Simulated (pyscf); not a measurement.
Single points on ωB97X-D3(BJ)/def2-SVP structures (PySCF, gas phase). Correlated levels are frozen-core, on RHF or UHF. ΔMP2 is the change of the MP2 total energy from the triple- to the quadruple-zeta basis.

### Question
How much does it cost (ΔH, 298 K, CCSD(T)/def2-TZVPP + ΔMP2(QZVPP)) to split HN=SiH–OH at its O–Si bond into [HN=SiH]• + OH•?

### Answer
O–Si to [HN=SiH]• + OH•: 505.2 kJ/mol. The radicals are drawn with the spin at the cut bond; how far it spreads was not checked. HN=SiH–OH lies 88.3 kJ/mol over its isomer H₂N–Si:–OH [singlet] (electronic energy, ωB97M-D3(BJ)). Other isomers of [HN=SiH]• were not searched in full and may lie lower. The CCSD(T) − MP2 part came from Ansatz, without density fitting, on the same reference. An open-shell T1 diagnostic exceeds 0.045. Left out: the spin-orbit lowering of OH.
